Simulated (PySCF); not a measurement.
Compound: C₄H₅ClO.
Bonds: O1–C2 (double), C2–Cl3, C2–C4, C4–C5, C5–C6, C4–C6. Hydrogens: H7 on C4; H8, H9 on C5; H10, H11 on C6.

Computed by this run: PBE0-D3(BJ)/def2-SVP geometry optimisation, gas phase in PySCF; density fitting, grid level 1; the optimiser is geomeTRIC in internal coordinates, started from a GFN2-xTB structure with every atom displaced at random (about 0.01 Å).

Step 2: E = -18779.1257 eV
```
atom  x, y, z in Å  |  force x, y, z in eV/Å
O1      1.6135   -2.0770    0.5119   -0.245  -0.097  -0.062
C2      1.1752   -1.0771    0.0515    0.377   0.239   0.533
Cl3     2.1169   -0.2230   -1.2178   -0.093   0.061  -0.280
C4     -0.0472   -0.3694    0.4894   -0.093  -0.226  -0.188
C5     -0.2685    1.1082    0.2978    0.118   0.062  -0.045
C6     -1.0284    0.1546   -0.5426   -0.057  -0.056   0.031
H7     -0.4686   -0.8456    1.3782    0.005  -0.011  -0.006
H8      0.5426    1.6641   -0.1784   -0.012  -0.002   0.020
H9     -0.7767    1.6322    1.1105   -0.018  -0.036   0.017
H10    -2.0833   -0.0319   -0.3275   -0.005   0.033  -0.024
H11    -0.7425    0.0471   -1.5919    0.022   0.033   0.004
```

Step 3: E = -18779.1461 eV
```
atom  x, y, z in Å  |  force x, y, z in eV/Å
O1      1.6066   -2.0743    0.5291    0.079   0.086  -0.084
C2      1.1892   -1.0639    0.0730   -0.104  -0.011   0.182
Cl3     2.0563   -0.2370   -1.2713    0.078  -0.055  -0.084
C4     -0.0427   -0.3689    0.4961   -0.074  -0.088  -0.064
C5     -0.2677    1.1078    0.3048    0.054   0.075   0.005
C6     -1.0135    0.1527   -0.5476   -0.017  -0.015   0.036
H7     -0.4698   -0.8472    1.3812   -0.001  -0.002  -0.009
H8      0.5480    1.6696   -0.1559   -0.015   0.002   0.001
H9     -0.7898    1.6244    1.1135   -0.015  -0.018   0.009
H10    -2.0713   -0.0353   -0.3486   -0.002   0.020  -0.002
H11    -0.7123    0.0543   -1.5933    0.017   0.008   0.012
```

**Question.** Estimate the geometry and energy of step 4. (The exact step hangs on the optimiser's Hessian estimate; all steps are aligned on step 3, rigid shifts and turns removed.)

**Answer.** E = -18779.1453 eV, largest force 0.278 eV/Å
```
atom  x, y, z in Å  |  force x, y, z in eV/Å
O1      1.6338   -2.0561    0.5355   -0.063   0.037   0.235
C2      1.1934   -1.0544    0.0844    0.029  -0.193  -0.198
Cl3     2.0484   -0.2925   -1.3107   -0.062   0.178  -0.026
C4     -0.0469   -0.3683    0.4972    0.003  -0.057  -0.042
C5     -0.2740    1.1100    0.3131    0.044   0.042   0.009
C6     -1.0112    0.1572   -0.5500    0.022   0.014   0.036
H7     -0.4768   -0.8493    1.3794    0.004  -0.009  -0.004
H8      0.5432    1.6785   -0.1357    0.007   0.004  -0.021
H9     -0.8059    1.6170    1.1218    0.003  -0.007   0.003
H10    -2.0710   -0.0285   -0.3606    0.001  -0.002   0.002
H11    -0.7001    0.0687   -1.5934    0.012  -0.009   0.006
```

The energy changes by +0.0008 eV. The first-order estimate −F·Δx gives -0.0114 eV and the mean of the old and new forces, exact on a quadratic surface, +0.0005 eV. The step makes an angle of 67° with the force vector and moves no atom by more than 0.069 Å. The energy falls at the start of this step and ends higher, so the step passed the lowest point of its straight line.

What follows is the cost of the whole optimisation. On one thread, Arm Neoverse V2 (aarch64), no GPU (shared host), this took 48 s wall and 0.47 GiB of memory at its peak.
